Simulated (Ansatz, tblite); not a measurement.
# The cluster Co3W+: rung by rung

Aim: run the septet of the cluster Co3W+ at one geometry on many levels, and compare frontier levels, spin and run time.

Method: as each input shows; program: Ansatz 0.2.0, Gaussian basis.

Levels to be run: GFN1-xTB, GFN2-xTB, PBE-D4/def2-TZVP, r2SCAN-D4/def2-TZVP, LDA/def2-TZVP, CAM-B3LYP-D4/def2-TZVP, LC-ωPBE(0.10)/def2-SVP, LC-ωPBE(0.15)/def2-SVP, LC-ωPBE(0.20)/def2-SVP, LC-ωPBE(0.30)/def2-SVP, PBE-D4/def2-SVP, PBE0-D4/def2-SVP, MP2/def2-TZVP, RPA/def2-TZVP.

7 further runs of the same task are left out: 1 for a known fault of the program, 4 that didn't finish, 2 set aside as unsound or not needed. Runs told in other sessions of the task aren't counted.

## 1. The relaxed structure

The septet was relaxed beforehand with PBE-D4/def2-SVP. At that level it is the lowest of the isomers that a small search found.

4 atoms, charge 1, spin multiplicity 7.

Bond lengths: Co1–Co3 2.178 Å, Co1–W4 2.155 Å, Co2–Co3 2.180 Å, Co2–W4 2.153 Å, Co3–W4 2.685 Å. Angles: Co3–Co1–W4 76.6°, Co3–Co2–W4 76.6°, Co1–Co3–Co2 100.7°, Co1–Co3–W4 51.3°, Co2–Co3–W4 51.2°, Co1–W4–Co2 102.4°, Co1–W4–Co3 52.1°, Co2–W4–Co3 52.2°.

W takes a core potential in the def2 sets. No spin-orbit coupling is included. The ion is computed in the gas phase, without counter-ions or solvent.

PBE0-D4/def2-TZVP was run before; its log isn't repeated, and its numbers join the tables.

## 2. GFN1-xTB

Tight binding, by tblite at 300 K electronic temperature and without a spin-polarisation term:

```python
tblite.interface.Calculator('GFN1-xTB', numbers, positions, charge=1, uhf=6).singlepoint()
```

Energy -322.1865 eV; 0.007 s.

## 3. GFN2-xTB

Tight binding, by tblite at 300 K electronic temperature and without a spin-polarisation term:

```python
tblite.interface.Calculator('GFN2-xTB', numbers, positions, charge=1, uhf=6).singlepoint()
```

Energy -348.7073 eV; 0.011 s.

## 4. PBE-D4/def2-TZVP

start.molden holds the orbitals of an earlier run on this state, given as this run's starting guess.

in.yaml reads:

```yaml
crystal:
  periodic: [false, false, false]
  atoms:
    - {symbol: Co, position_ang: [-1.421421, -0.005859, -0.902738]}
    - {symbol: Co, position_ang: [1.346804, 0.257134, 0.977028]}
    - {symbol: Co, position_ang: [0.727025, 0.287442, -1.112388]}
    - {symbol: W, position_ang: [-0.652398, -0.538716, 1.038098]}
basis:
  gaussian: {orbitals: def2-TZVP, initial_orbitals: start.molden}
total_charge: 1
magnetization: {spin_polarized: true, initial_magnetization: 6}
hamiltonian: {xc: pbe, dispersion: d4}
scf: {omitted_lower_state_checks: [starts]}
output: {orbitals: {seedname: orbitals}}
```

On the command line:

```console
ansatz run in.yaml --threads 4 --pin off --events-out ev --progress --plain --max-ram 4787MiB
```

Standard output:

```text
Functional definition: PBE
  name "PBE"
  cite "Perdew, Burke & Ernzerhof, Phys. Rev. Lett. 77, 3865 (1996) doi:10.1103/PhysRevLett.77.3865"
  parent pbe
  parameter kappa = 0.804
  parameter beta = 0.06672455060314922
  exchange = pbe_x(kappa = kappa, mu = beta*pi^2/3)
  correlation = pbe_c(beta = beta)
these checks for a lower state are left out or cut short: starts
1686 factors; their error is unknown
mean field evaluation 1: about -114680.6624 eV, gradient 9.9e0 eV
mean field evaluation 2: about -114681.7535 eV, gradient 3.3e0 eV
mean field evaluation 4: about -114682.2648 eV, gradient 1.4e0 eV
mean field evaluation 8: about -114682.5477 eV, gradient 1.8e-1 eV
mean field evaluation 16: about -114682.5155 eV, gradient 4.1e-5 eV
mean field -114682.51550128 eV, -4214.5047100711 hartree, gradient 1.7e-6 eV, S^2 12.074209; 0 other end points of the search recorded, 0 dependent functions left out
reference -114682.51554527 eV, -4214.5047116878 hartree; 50, 44 occupied and 125, 131 virtual orbitals, 1686 factors
Total energy: -114682.67508334 eV, -4214.5105746035 hartree
Checks for a lower state left out: starts
```

Run time: 13 s. Hardware: 4 threads of Arm Neoverse V1, shared host.

HOMO -9.09 eV, LUMO -8.84 eV (over both spins); ⟨S²⟩ 12.074 (pure: 12.00).

## 5. r2SCAN-D4/def2-TZVP

Edit in.yaml of step 4 so:

```diff
@@ -11,4 +11,4 @@
 magnetization: {spin_polarized: true, initial_magnetization: 6}
-hamiltonian: {xc: pbe, dispersion: d4}
+hamiltonian: {xc: r2scan, dispersion: d4}
 scf: {omitted_lower_state_checks: [starts]}
-output: {orbitals: {seedname: orbitals}}
+output: {forces: true, orbitals: {seedname: orbitals}}
```

Same command.

Standard output, shortened:

```text
Functional definition: r2SCAN
  name "r2SCAN"
  cite "Furness, Kaplan, Ning, Perdew & Sun, J. Phys. Chem. Lett. 11, 8208 (2020) doi:10.1021/acs.jpclett.0c02405"
  cite "Furness, Kaplan, Ning, Perdew & Sun, J. Phys. Chem. Lett. 11, 9248 (2020) doi:10.1021/acs.jpclett.0c03077"
  parent r2scan
[...]
1686 factors; their error is unknown
[...]
mean field -114698.48519893 eV, -4215.0915856351 hartree, gradient 2.7e-6 eV, S^2 13.004814; 0 other end points of the search recorded, 0 dependent functions left out
[...]
reference -114698.48522259 eV, -4215.0915865044 hartree; 50, 44 occupied and 125, 131 virtual orbitals, 1686 factors
Total energy: -114698.51163868 eV, -4215.0925572780 hartree
Atom 0 at    -1.421421    -0.005859    -0.902738 Å, force    -1.337421     0.144764    -1.080540 eV/Å
Atom 1 at     1.346804     0.257134     0.977028 Å, force     1.479236     0.419226     0.809132 eV/Å
Atom 2 at     0.727025     0.287442    -1.112388 Å, force     0.707975     0.233941    -1.062539 eV/Å
Atom 3 at    -0.652398    -0.538716     1.038098 Å, force    -0.849790    -0.797931     1.333948 eV/Å
Dipole moment:     0.051169     0.083687    -0.088288 e Å
Checks for a lower state left out: starts
```

Run time: 2 min. Hardware: 4 threads of Arm Neoverse V1, shared host; peak memory 0.76 GiB.

HOMO -9.15 eV, LUMO -8.13 eV (over both spins); ⟨S²⟩ 13.005 (pure: 12.00). Doubts: spin contamination.

## 6. LDA/def2-TZVP

Edit in.yaml of step 5 so:

```diff
@@ -11,4 +11,4 @@
 magnetization: {spin_polarized: true, initial_magnetization: 6}
-hamiltonian: {xc: r2scan, dispersion: d4}
+hamiltonian: {xc: lda}
 scf: {omitted_lower_state_checks: [starts]}
-output: {forces: true, orbitals: {seedname: orbitals}}
+output: {orbitals: {seedname: orbitals}}
```

Launched as before.

Standard output:

```text
Functional definition: SPW92
  name "SPW92"
  cite "Dirac, Proc. Camb. Phil. Soc. 26, 376 (1930) doi:10.1017/S0305004100016108"
  cite "Slater, Phys. Rev. 81, 385 (1951) doi:10.1103/PhysRev.81.385"
  cite "Perdew & Wang, Phys. Rev. B 45, 13244 (1992) doi:10.1103/PhysRevB.45.13244"
  exchange = slater_x
  correlation = pw_c
these checks for a lower state are left out or cut short: starts
1686 factors; their error is unknown
mean field evaluation 1: about -114487.2583 eV, gradient 2.1e1 eV
mean field evaluation 2: about -114488.7172 eV, gradient 3.3e0 eV
mean field evaluation 4: about -114489.6512 eV, gradient 1.2e1 eV
mean field evaluation 8: about -114490.1093 eV, gradient 1.1e-1 eV
mean field evaluation 16: about -114490.1108 eV, gradient 2.1e-5 eV
mean field -114490.11080745 eV, -4207.4339679895 hartree, gradient 2.9e-6 eV, S^2 12.051963; 0 other end points of the search recorded, 0 dependent functions left out
reference -114490.11084847 eV, -4207.4339694969 hartree; 50, 44 occupied and 125, 131 virtual orbitals, 1686 factors
Total energy: -114490.11084847 eV, -4207.4339694969 hartree
Checks for a lower state left out: starts
```

Run time: 6 s. Hardware: 4 threads of Arm Neoverse V1, shared host.

From the report: HOMO -9.25 eV, LUMO -9.28 eV (over both spins; with the spin held, an empty level of the minority spin lies below the top filled one); ⟨S²⟩ 12.052 (pure: 12.00).

## 7. CAM-B3LYP-D4/def2-TZVP

Edit in.yaml of step 6 so:

```diff
@@ -11,3 +11,3 @@
 magnetization: {spin_polarized: true, initial_magnetization: 6}
-hamiltonian: {xc: lda}
+hamiltonian: {xc: {name: CAM-B3LYP}, dispersion: d4}
 scf: {omitted_lower_state_checks: [starts]}
```

The command is unchanged.

Standard output, shortened:

```text
Functional definition: CAM-B3LYP
  name "CAM-B3LYP"
  cite "Yanai, Tew & Handy, Chem. Phys. Lett. 393, 51 (2004) doi:10.1016/j.cplett.2004.06.011"
  cite "Iikura, Tsuneda, Yanai & Hirao, J. Chem. Phys. 115, 3540 (2001) doi:10.1063/1.1383587"
  cite "Becke, Phys. Rev. A 38, 3098 (1988) doi:10.1103/PhysRevA.38.3098"
  cite "Lee, Yang & Parr, Phys. Rev. B 37, 785 (1988) doi:10.1103/PhysRevB.37.785"
  cite "Vosko, Wilk & Nusair, Can. J. Phys. 58, 1200 (1980) doi:10.1139/p80-159"
[...]
  # Exact exchange under (alpha + beta erf(omega r))/r, Becke's under what is left of 1/r.
[...]
1701 factors; integrals over basis functions are off by at most 2.7e-4 eV
299 factors; integrals over basis functions are off by at most 1.4e-5 eV
[...]
mean field -114701.16283364 eV, -4215.1899868959 hartree, gradient 8.7e-6 eV, S^2 13.414417; 0 other end points of the search recorded, 0 dependent functions left out
reference -114701.16294123 eV, -4215.1899908495 hartree; 50, 44 occupied and 125, 131 virtual orbitals, 1701 factors
Total energy: -114701.30950176 eV, -4215.1953768498 hartree
Checks for a lower state left out: starts
```

Run time: 79 s. Hardware: 4 threads of Arm Neoverse V1, shared host; peak memory 1.3 GiB.

Report: HOMO -10.92 eV, LUMO -6.34 eV (over both spins); ⟨S²⟩ 13.414 (pure: 12.00). Doubts: spin contamination.

## 8. LC-ωPBE(0.10)/def2-SVP

Edit in.yaml of step 7 so:

```diff
@@ -8,6 +8,6 @@
 basis:
-  gaussian: {orbitals: def2-TZVP, initial_orbitals: start.molden}
+  gaussian: {orbitals: def2-SVP, initial_orbitals: start.molden}
 total_charge: 1
 magnetization: {spin_polarized: true, initial_magnetization: 6}
-hamiltonian: {xc: {name: CAM-B3LYP}, dispersion: d4}
+hamiltonian: {xc: {name: LC-wPBE, parameters: {omega: 0.1/bohr}}}
 scf: {omitted_lower_state_checks: [starts]}
```

The command is unchanged.

Standard output, shortened:

```text
Functional definition: LC-wPBE
  name "LC-wPBE"
  cite "Vydrov & Scuseria, J. Chem. Phys. 125, 234109 (2006) doi:10.1063/1.2409292"
  cite "Heyd & Scuseria, J. Chem. Phys. 120, 7274 (2004) doi:10.1063/1.1668634"
  cite "Ernzerhof & Perdew, J. Chem. Phys. 109, 3313 (1998) doi:10.1063/1.476928"
  cite "Perdew, Burke & Ernzerhof, Phys. Rev. Lett. 77, 3865 (1996) doi:10.1103/PhysRevLett.77.3865"
  parent pbe
[...]
  with omega = 0.1/bohr from the input
[...]
1465 factors; their error is unknown
70 factors; integrals over basis functions are off by at most 3.9e-6 eV
[...]
mean field -114667.16707218 eV, -4213.9406657050 hartree, gradient 3.0e-6 eV, S^2 12.093973; 0 other end points of the search recorded, 0 dependent functions left out
reference -114667.16707230 eV, -4213.9406657096 hartree; 50, 44 occupied and 75, 81 virtual orbitals, 1465 factors
Total energy: -114667.16707230 eV, -4213.9406657096 hartree
Checks for a lower state left out: starts
```

Wall time 30 s (4 threads of Arm Neoverse V1, shared host).

From the report: HOMO -10.22 eV, LUMO -7.06 eV (over both spins); ⟨S²⟩ 12.094 (pure: 12.00).

## 9. LC-ωPBE(0.15)/def2-SVP

Edit in.yaml of step 8 so:

```diff
@@ -11,3 +11,3 @@
 magnetization: {spin_polarized: true, initial_magnetization: 6}
-hamiltonian: {xc: {name: LC-wPBE, parameters: {omega: 0.1/bohr}}}
+hamiltonian: {xc: {name: LC-wPBE, parameters: {omega: 0.15/bohr}}}
 scf: {omitted_lower_state_checks: [starts]}
```

Same command.

Standard output, shortened:

```text
Functional definition: LC-wPBE
  name "LC-wPBE"
  cite "Vydrov & Scuseria, J. Chem. Phys. 125, 234109 (2006) doi:10.1063/1.2409292"
  cite "Heyd & Scuseria, J. Chem. Phys. 120, 7274 (2004) doi:10.1063/1.1668634"
  cite "Ernzerhof & Perdew, J. Chem. Phys. 109, 3313 (1998) doi:10.1063/1.476928"
  cite "Perdew, Burke & Ernzerhof, Phys. Rev. Lett. 77, 3865 (1996) doi:10.1103/PhysRevLett.77.3865"
  parent pbe
[...]
  with omega = 0.15/bohr from the input
[...]
1465 factors; their error is unknown
109 factors; integrals over basis functions are off by at most 4.8e-5 eV
[...]
mean field -114666.65778375 eV, -4213.9219497004 hartree, gradient 8.0e-6 eV, S^2 12.127754; 0 other end points of the search recorded, 0 dependent functions left out
reference -114666.65778380 eV, -4213.9219497023 hartree; 50, 44 occupied and 75, 81 virtual orbitals, 1465 factors
Total energy: -114666.65778380 eV, -4213.9219497023 hartree
Checks for a lower state left out: starts
```

Wall time 25 s (4 threads of Arm Neoverse V1, shared host).

HOMO -10.70 eV, LUMO -6.45 eV (over both spins); ⟨S²⟩ 12.128 (pure: 12.00).

## 10. LC-ωPBE(0.20)/def2-SVP

Edit in.yaml of step 9 so:

```diff
@@ -11,3 +11,3 @@
 magnetization: {spin_polarized: true, initial_magnetization: 6}
-hamiltonian: {xc: {name: LC-wPBE, parameters: {omega: 0.15/bohr}}}
+hamiltonian: {xc: {name: LC-wPBE, parameters: {omega: 0.2/bohr}}}
 scf: {omitted_lower_state_checks: [starts]}
```

Launched as before.

Standard output, shortened:

```text
Functional definition: LC-wPBE
  name "LC-wPBE"
  cite "Vydrov & Scuseria, J. Chem. Phys. 125, 234109 (2006) doi:10.1063/1.2409292"
  cite "Heyd & Scuseria, J. Chem. Phys. 120, 7274 (2004) doi:10.1063/1.1668634"
  cite "Ernzerhof & Perdew, J. Chem. Phys. 109, 3313 (1998) doi:10.1063/1.476928"
  cite "Perdew, Burke & Ernzerhof, Phys. Rev. Lett. 77, 3865 (1996) doi:10.1103/PhysRevLett.77.3865"
  parent pbe
[...]
  with omega = 0.2/bohr from the input
[...]
1465 factors; their error is unknown
150 factors; integrals over basis functions are off by at most 6.5e-5 eV
[...]
mean field -114665.76198716 eV, -4213.8890297831 hartree, gradient 8.9e-6 eV, S^2 12.804841; 0 other end points of the search recorded, 0 dependent functions left out
reference -114665.76198719 eV, -4213.8890297842 hartree; 50, 44 occupied and 75, 81 virtual orbitals, 1465 factors
Total energy: -114665.76198719 eV, -4213.8890297842 hartree
Checks for a lower state left out: starts
```

It took 25 s on 4 threads of Arm Neoverse V1, shared host.

HOMO -11.02 eV, LUMO -5.84 eV (over both spins); ⟨S²⟩ 12.805 (pure: 12.00). Doubts: spin contamination.

## 11. LC-ωPBE(0.30)/def2-SVP

Edit in.yaml of step 10 so:

```diff
@@ -11,3 +11,3 @@
 magnetization: {spin_polarized: true, initial_magnetization: 6}
-hamiltonian: {xc: {name: LC-wPBE, parameters: {omega: 0.2/bohr}}}
+hamiltonian: {xc: {name: LC-wPBE, parameters: {omega: 0.3/bohr}}}
 scf: {omitted_lower_state_checks: [starts]}
```

Same command.

Standard output, shortened:

```text
Functional definition: LC-wPBE
  name "LC-wPBE"
  cite "Vydrov & Scuseria, J. Chem. Phys. 125, 234109 (2006) doi:10.1063/1.2409292"
  cite "Heyd & Scuseria, J. Chem. Phys. 120, 7274 (2004) doi:10.1063/1.1668634"
  cite "Ernzerhof & Perdew, J. Chem. Phys. 109, 3313 (1998) doi:10.1063/1.476928"
  cite "Perdew, Burke & Ernzerhof, Phys. Rev. Lett. 77, 3865 (1996) doi:10.1103/PhysRevLett.77.3865"
  parent pbe
[...]
  with omega = 0.3/bohr from the input
[...]
1465 factors; their error is unknown
209 factors; integrals over basis functions are off by at most 3.4e-4 eV
[...]
mean field -114664.11912413 eV, -4213.8286556802 hartree, gradient 9.0e-6 eV, S^2 13.271277; 0 other end points of the search recorded, 0 dependent functions left out
reference -114664.11912414 eV, -4213.8286556806 hartree; 50, 44 occupied and 75, 81 virtual orbitals, 1465 factors
Total energy: -114664.11912414 eV, -4213.8286556806 hartree
Checks for a lower state left out: starts
```

Run time: 31 s. Hardware: 4 threads of Arm Neoverse V1, shared host.

From the report: HOMO -11.43 eV, LUMO -5.17 eV (over both spins); ⟨S²⟩ 13.271 (pure: 12.00). Doubts: spin contamination.

## 12. PBE-D4/def2-SVP

Edit in.yaml of step 11 so:

```diff
@@ -11,3 +11,3 @@
 magnetization: {spin_polarized: true, initial_magnetization: 6}
-hamiltonian: {xc: {name: LC-wPBE, parameters: {omega: 0.3/bohr}}}
+hamiltonian: {xc: pbe, dispersion: d4}
 scf: {omitted_lower_state_checks: [starts]}
```

The command is unchanged.

Standard output:

```text
Functional definition: PBE
  name "PBE"
  cite "Perdew, Burke & Ernzerhof, Phys. Rev. Lett. 77, 3865 (1996) doi:10.1103/PhysRevLett.77.3865"
  parent pbe
  parameter kappa = 0.804
  parameter beta = 0.06672455060314922
  exchange = pbe_x(kappa = kappa, mu = beta*pi^2/3)
  correlation = pbe_c(beta = beta)
these checks for a lower state are left out or cut short: starts
1465 factors; their error is unknown
mean field evaluation 1: about -114663.6817 eV, gradient 2.3e1 eV
mean field evaluation 2: about -114664.8170 eV, gradient 2.1e0 eV
mean field evaluation 4: about -114665.4305 eV, gradient 6.0e0 eV
mean field evaluation 8: about -114665.7366 eV, gradient 1.6e-1 eV
mean field evaluation 16: about -114665.6794 eV, gradient 2.5e-5 eV
mean field -114665.67943037 eV, -4213.8859958772 hartree, gradient 2.5e-6 eV, S^2 12.079381; 0 other end points of the search recorded, 0 dependent functions left out
reference -114665.67947817 eV, -4213.8859976336 hartree; 50, 44 occupied and 75, 81 virtual orbitals, 1465 factors
Total energy: -114665.83901623 eV, -4213.8918605493 hartree
Checks for a lower state left out: starts
```

It took 13 s on 4 threads of Arm Neoverse V1, shared host.

HOMO -8.78 eV, LUMO -8.48 eV (over both spins); ⟨S²⟩ 12.079 (pure: 12.00).

## 13. PBE0-D4/def2-SVP

Edit in.yaml of step 12 so:

```diff
@@ -11,3 +11,3 @@
 magnetization: {spin_polarized: true, initial_magnetization: 6}
-hamiltonian: {xc: pbe, dispersion: d4}
+hamiltonian: {xc: pbe0, dispersion: d4}
 scf: {omitted_lower_state_checks: [starts]}
```

Launched as before.

Standard output, shortened:

```text
Functional definition: PBE0
  name "PBE0"
  cite "Adamo & Barone, J. Chem. Phys. 110, 6158 (1999) doi:10.1063/1.478522"
  cite "Perdew, Burke & Ernzerhof, Phys. Rev. Lett. 77, 3865 (1996) doi:10.1103/PhysRevLett.77.3865"
  parent pbe
[...]
1317 factors; integrals over basis functions are off by at most 5.7e-4 eV
[...]
mean field -114661.31147073 eV, -4213.7254763208 hartree, gradient 4.6e-6 eV, S^2 13.582560; 0 other end points of the search recorded, 0 dependent functions left out
reference -114661.31150823 eV, -4213.7254776992 hartree; 50, 44 occupied and 75, 81 virtual orbitals, 1317 factors
Total energy: -114661.44683246 eV, -4213.7304507728 hartree
Checks for a lower state left out: starts
```

Run time: 36 s. Hardware: 4 threads of Arm Neoverse V1, shared host; peak memory 0.64 GiB.

HOMO -9.43 eV, LUMO -7.01 eV (over both spins); ⟨S²⟩ 13.583 (pure: 12.00). Doubts: spin contamination.

## 14. MP2/def2-TZVP

Edit in.yaml of step 13 so:

```diff
@@ -8,6 +8,6 @@
 basis:
-  gaussian: {orbitals: def2-SVP, initial_orbitals: start.molden}
+  gaussian: {orbitals: def2-TZVP, initial_orbitals: start.molden}
 total_charge: 1
 magnetization: {spin_polarized: true, initial_magnetization: 6}
-hamiltonian: {xc: pbe0, dispersion: d4}
+correlation: {method: mp2}
 scf: {omitted_lower_state_checks: [starts]}
```

The command is unchanged.

Standard output, shortened:

```text
Functional definition: HF
  name "HF"
  cite "Fock, Z. Phys. 61, 126 (1930) doi:10.1007/BF01340294"
  parent pbe
[...]
1701 factors; integrals over basis functions are off by at most 2.7e-4 eV
[...]
mean field -114562.14120716 eV, -4210.0810363546 hartree, gradient 2.5e-8 eV, S^2 15.516105; 0 other end points of the search recorded, 0 dependent functions left out
15 core orbitals not correlated: weight in the atoms' cores, before any rotation towards them, 1.000 or more for the frozen orbitals, at most 0.000 for the correlated occupied ones
reference -114562.14120716 eV, -4210.0810363546 hartree; 35, 29 occupied and 125, 131 virtual orbitals, 1701 factors
second order -51.24696301 eV of doubles, -0.00000000 eV of singles
Total energy: -114613.38817016 eV, -4211.9643275088 hartree
Checks for a lower state left out: starts
```

Wall time 69 s (4 threads of Arm Neoverse V1, shared host); peak memory 0.99 GiB.

Report: Hartree-Fock HOMO -10.28 eV, LUMO -4.12 eV (over both spins); ⟨S²⟩ 15.516 (pure: 12.00). Doubts: spin contamination.

## 15. RPA/def2-TZVP

Edit in.yaml of step 14 so:

```diff
@@ -11,4 +11,4 @@
 magnetization: {spin_polarized: true, initial_magnetization: 6}
-correlation: {method: mp2}
+hamiltonian: {xc: pbe}
+correlation: {method: rpa}
 scf: {omitted_lower_state_checks: [starts]}
-output: {orbitals: {seedname: orbitals}}
```

The command is unchanged.

Standard output, shortened:

```text
Functional definition: PBE
  name "PBE"
  cite "Perdew, Burke & Ernzerhof, Phys. Rev. Lett. 77, 3865 (1996) doi:10.1103/PhysRevLett.77.3865"
  parent pbe
[...]
1701 factors; integrals over basis functions are off by at most 2.7e-4 eV
[...]
mean field -114682.51548528 eV, -4214.5047094831 hartree, gradient 2.1e-6 eV, S^2 12.074209; 0 other end points of the search recorded, 0 dependent functions left out
15 core orbitals not correlated: weight in the atoms' cores, before any rotation towards them, 1.000 or more for the frozen orbitals, at most 0.000 for the correlated occupied ones
reference -114539.00969995 eV, -4209.2309691440 hartree; 35, 29 occupied and 125, 131 virtual orbitals, 1701 factors
Total energy: -114632.79842666 eV, -4212.6776412783 hartree
Checks for a lower state left out: starts
```

It took 20 s on 4 threads of Arm Neoverse V1, shared host; peak memory 0.73 GiB.

Report: ⟨S²⟩ 12.074 (pure: 12.00).

## 16. Levels side by side

| level | functions | HOMO (eV) | LUMO (eV) | gap (eV) | ⟨S²⟩ | time |
| --- | --- | --- | --- | --- | --- | --- |
| LDA/def2-TZVP | 175 | -9.25 | -9.28 | -0.03 | 12.052 | 6 s |
| PBE-D4/def2-SVP | 125 | -8.78 | -8.48 | 0.30 | 12.079 | 13 s |
| PBE-D4/def2-TZVP | 175 | -9.09 | -8.84 | 0.25 | 12.074 | 13 s |
| r2SCAN-D4/def2-TZVP | 175 | -9.15 | -8.13 | 1.01 | 13.005 | 2 min |
| PBE0-D4/def2-SVP | 125 | -9.43 | -7.01 | 2.42 | 13.583 | 36 s |
| PBE0-D4/def2-TZVP | 175 | -9.75 | -7.22 | 2.53 | 13.502 | 68 s |
| CAM-B3LYP-D4/def2-TZVP | 175 | -10.92 | -6.34 | 4.58 | 13.414 | 79 s |
| LC-ωPBE(0.10)/def2-SVP | 125 | -10.22 | -7.06 | 3.17 | 12.094 | 30 s |
| LC-ωPBE(0.15)/def2-SVP | 125 | -10.70 | -6.45 | 4.26 | 12.128 | 25 s |
| LC-ωPBE(0.20)/def2-SVP | 125 | -11.02 | -5.84 | 5.19 | 12.805 | 25 s |
| LC-ωPBE(0.30)/def2-SVP | 125 | -11.43 | -5.17 | 6.26 | 13.271 | 31 s |

The pieces so far (eV):

| basis | HF | MP2 correlation | total |
| --- | --- | --- | --- |
| def2-TZVP | -114562.1412 | -51.2470 | -114613.3882 (MP2) |

## 17. Results

```
                                                  quantity                                     value
 gap in def2-TZVP, named functionals, smallest and largest  0.25 eV (PBE-D4), 4.58 eV (CAM-B3LYP-D4)
                         correlation energy, MP2/def2-TZVP                                 -51.25 eV
⟨S²⟩ in def2-TZVP, named functionals, smallest and largest                            12.074, 13.502
           PBE0 total energy, smallest basis above largest            16.24 eV (def2-SVP, def2-TZVP)
```

Over the named functionals in def2-TZVP the gap runs from 0.25 eV (PBE-D4) to 4.58 eV (CAM-B3LYP-D4); exact exchange widens it. LDA leaves an empty level below a filled one, so this occupation isn't an aufbau state there; left out of the range. Over the named functionals in def2-TZVP spin contamination reaches 1.50 (PBE0-D4), so some levels may describe another state.

The slowest run with a step of its own, r2SCAN-D4/def2-TZVP, took 2 min; the quickest functional in def2-TZVP took 6 s (shared host).
